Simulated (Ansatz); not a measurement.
A made-up structure of SiH2ClO, doublet:

```xyz
5
angstrom
O -0.8061 -0.4320 -0.7465
Si -0.0923 0.4798 0.4140
Cl 1.6065 -0.4408 1.1436
H 1.9836 -0.9220 2.3248
H 0.3160 1.7363 -0.2711
```

It is relaxed with PBE-D4/def2-SVP and then PBE0-D4/def2-TZVP (Ansatz 0.2.0). Atoms count as bonded within 1.22 times the sum of their covalent radii (H–H: 0.88 Å). The end point is not checked to be a true minimum.

Question: Does its bonding change? (A judgement: the text doesn't fix the answer.)

Answer: By the calculation: Yes. Formed: O1–H4; broken: Cl3–H4.

Where it ends: The first stage lowers the energy by 4.15 eV in 52 steps. It ends as SiH₂ClO ([OH][SiH][Cl]):
O1  (-0.032, -0.740, 0.012)
Si2  (0.361, 0.584, 0.896)
Cl3  (2.297, 0.456, 1.604)
H4  (0.097, -1.605, 0.406)
H5  (0.285, 1.727, -0.054)
(Å)

Labels in which every atom is bracketed show which atoms are joined, not bond orders.

For scale, one of the runs: PBE0-D4/def2-TZVP relaxation, 117 basis functions, launched by `ansatz run in.yaml --threads 2 --pin off --events-out ev --progress --plain --max-ram 4352MiB`. The run took about 23 s on 2 CPU threads of an Arm Neoverse V2 (shared host).
